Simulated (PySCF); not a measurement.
Compound: BClH3 (charge -1).
SMILES: `[BH3-]Cl`

The closed-shell ground state was solved at several levels (PySCF, density fitting, gas phase, non-relativistic). Geometry: PBE0-D3(BJ)/def2-SVP; no solvent, vibrations or thermal averaging. The geometry's basis has no diffuse functions, a weakness for an anion. No diffuse functions stand in pcSseg-1 and pcSseg-2, which bears on an anion's orbital energies.

```csv
level,basis functions,total energy (Eh),HOMO (eV),LUMO (eV),gap (eV)
CAM-B3LYP/def2-SVPD,71,-486.7645,-3.43,5.18,8.61
PBE0/pcSseg-1,56,-486.7072,-1.80,7.44,9.24
```

Question: Estimate the row for CAM-B3LYP/pcSseg-2, a basis of 121 functions; the other rows only guide the guess.

Answer: Total energy -486.9561 Eh, HOMO -3.37 eV, LUMO 6.84 eV, gap 10.21 eV.

Question: Over all these levels, which gives the widest orbital gap and which the narrowest?

Answer: CAM-B3LYP/pcSseg-2 has the widest, 10.21 eV, and CAM-B3LYP/def2-SVPD the narrowest, 8.61 eV. The two share the functional. From the narrowest to the widest the HOMO moves by +0.06 eV and the LUMO by +1.66 eV.
